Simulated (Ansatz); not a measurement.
System: C$_{3}$H$_{4}$, charge 1, doublet. C3H4+ (parent SMILES C=C=C, doublet).
B3LYP-D3(BJ)/def2-TZVP minimum from Ansatz (a first-principles code):
```xyz
7

C      1.3106     0.0150     0.0000
C      0.0000     0.0000     0.0000
C     -1.3106    -0.0150     0.0000
H      1.8775    -0.4057    -0.8320
H      1.8677     0.4487     0.8320
H     -1.8766     0.3292    -0.8670
H     -1.8686    -0.3722     0.8670
```
Charge +1, spin multiplicity 2.

Total energies in aug-cc-pVDZ, 15 correlated electrons, 3 frozen orbitals. UHF or UKS for unpaired electrons; spin-orbit terms are left out. Cores are frozen in correlated methods. No relativity. The UHF reference of C3H4+ (parent SMILES C=C=C, doublet) is spin-contaminated (<S^2> up to 0.10 over the pure value in the sets run). The spin of C3H4+ (parent SMILES C=C=C, doublet) was assumed, and the state is the lowest solution found for it.

```json
[
 {"method": "HF", "program": "Ansatz", "energy (Eh)": "-115.57191", "minus CCSDT(Q) (mEh)": "411.54"},
 {"method": "MP2", "program": "Ansatz", "energy (Eh)": "-115.91969", "minus CCSDT(Q) (mEh)": "63.76"},
 {"method": "CCSD", "program": "Ansatz", "energy (Eh)": "-115.96514", "minus CCSDT(Q) (mEh)": "18.31"},
 {"method": "CCSD(T)", "program": "Ansatz", "energy (Eh)": "-115.98072", "minus CCSDT(Q) (mEh)": "2.73"},
 {"method": "CCSDT(Q)", "program": "Ansatz", "energy (Eh)": "-115.98345", "minus CCSDT(Q) (mEh)": "0.00"}
]
```

Rough core times of Ansatz's runs on a shared machine: CCSD(T) 30 s, CCSDT(Q) 50 min.
